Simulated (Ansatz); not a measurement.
System: rutile TiO₂. Method: rVV10 in Ansatz (plane waves, PAW).

Numerical settings: plane-wave cutoff 520 eV, 8×8×12 k mesh (along the axes of the cell as run), Fermi–Dirac smearing 0.01 eV, no spin polarisation, scalar-relativistic PAW data made under PBE.

Shape and atoms are relaxed at each volume.

Pressure at four volumes; x = ln(V/10.728 Å³). One pressure is withheld.

```tsv
V (Å³/atom)	x	P (GPa)
10.299	-0.0408	?
10.513	-0.0202	4.44
10.728	0.0000	0.00
11.157	0.0392	-7.36
```

Task: Pass a parabola P(x) through the three rows shown, estimate the bulk modulus and its pressure derivative near zero pressure, and predict the withheld pressure.

Result: Slopes between the rows: (0.00 − (4.44))/(0.0000 − (-0.0202)) = -219.80 and (-7.36 − (0.00))/(0.0392 − (0.0000)) = -187.76 GPa. Their difference over the span 0.0594 is c = 32.04/0.0594 = 539.4 GPa, so P(x) = 4.44 + (-219.80)(x − (-0.0202)) + 539.4 (x − (-0.0202))(x − (0.0000)). At the middle row B = −dP/dx = −[-219.80 + 539.4 × 0.0202] = 208.9 GPa, and B′ = dB/dP = 2c/B = 5.2. At x = -0.0408 the parabola gives 9.42 GPa; the run gives 9.44 GPa. The Birch–Murnaghan fit to the energies at all volumes has B0 = 208 GPa and B′ = 5.2.

Measured, for comparison: bulk modulus 212 ± 1 GPa (room temperature, not corrected to a static lattice, adiabatic, from measured elastic constants, our sources range from 210 to 239; as tabulated in Elasticity of TiO2 rutile to 1800 K). Computed (rounded) less measured: bulk modulus not scored (sources differ).

Note: the bulk modulus comes from volumes at which shape and atoms were relaxed.

Ansatz is an electronic-structure program.
